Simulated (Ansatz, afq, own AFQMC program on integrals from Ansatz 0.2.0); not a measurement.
AFQMC, coupled cluster and functionals along a coordinate of TiSiH$_{2}$, quintet

```
atom   x (Å)    y (Å)    z (Å)
  Ti  0.0000   0.0000   0.8765
  Si  0.0000   0.0000  -1.6168
   H  0.0000   1.5279   1.7139
   H  0.0000  -1.5279   1.7139
```

The Ti1–Si2 distance is changed with both sides rigid. Energies in kJ/mol count from this geometry (2.493 Å) at the same level; the start stands on UHF, each point on the determinant named.

Basis def2-TZVP. Only valence electrons are correlated. Integrals, coupled cluster, full CI and functionals: Ansatz 0.2.0; the random walks run on the same integrals in our own AFQMC program. The CISD trial takes its coefficients from CCSD amplitudes. Released means that phaseless walkers are propagated on without the constraint, phases kept. Error bars are statistical, one sigma. The metal's outer-core s and p shells are frozen, which shifts wave-function levels against functionals.

Cautions, each for one point or more: (T) is large; higher spins were not checked; lower spins were not checked; no relativity below Rb; outer-core shells of the metal frozen; raised T1 diagnostic; released walk and highest rung disagree; strong correlation; the ph-AFQMC/CISD walk drifts between its halves; the search met a lower determinant of the same kind, perhaps of another symmetry; unrestricted determinant slightly spin contaminated.

```
r(Ti1–Si2) / Å  det.     T1  weight  ⟨S²⟩  B3LYP    HF  CCSD(T)
         2.209   UHF  0.041    0.84  6.04   42.7  65.4     50.1
         2.738   UHF  0.046    0.83  6.04   13.3   5.1     13.2
         3.421  UHF¶  0.064    0.78  6.05  101.2  83.8    116.2
         4.623  UHF†  0.031    0.86  6.03  159.9  77.1    171.3
         6.611  UHF†  0.031    0.86  6.04  164.1  80.8    175.4
```

Q: Estimate the curve of phaseless AFQMC with a CISD trial, counted from the same start.

A: 
```tsv
r(Ti1–Si2) / Å	det.	T1	weight	⟨S²⟩	ph-AFQMC/CISD	CCSDT(Q)
2.209	UHF	0.041	0.84	6.04	50.0 ± 1.3	51.0
2.738	UHF	0.046	0.83	6.04	17.0 ± 1.2	12.0
3.421	UHF¶	0.064	0.78	6.05	116.3 ± 1.2	107.4
4.623	UHF†	0.031	0.86	6.03	171.5 ± 1.2	175.7
6.611	UHF†	0.031	0.86	6.04	174.8 ± 1.1	179.9
```

Weight is that of the determinant in the CISD state; at the start T1 is 0.043 and the weight 0.83, and ⟨S²⟩ is 6.04. ¶ marks points with a poor determinant and no full CI, where no value is sure; they don't count among the departures. A dagger marks points whose determinant fills other symmetries than the start's, so the wave-function levels may follow another state there, or a degenerate partner. Largest departures from phaseless AFQMC with a CISD trial: CCSD(T) -3.7 kJ/mol at 2.738 (on UHF), CCSDT(Q) 5.1 kJ/mol at 6.611 (on UHF), B3LYP -7.3 kJ/mol at 2.209, HF -94.4 kJ/mol at 4.623 (on UHF). The walk's constraint bias lies outside its error bars, so these are departures and not errors. Functionals count only at points shown to share the start's state and spin. In total energy ph-AFQMC/CISD lies 85 ± 11 meV above CCSDT(Q) at the start, so its agreement along the curve rests in part on cancellation.

CCSDT and higher add their correlation energy to the determinant of the CCSD(T) run, since their own runs factorise the integrals more tightly (a shift of under 2 meV). A walk keeps the symmetry of its determinant, which the program's search chose and which needn't be the lowest solution, so a lower state of the same spin and another symmetry isn't excluded.
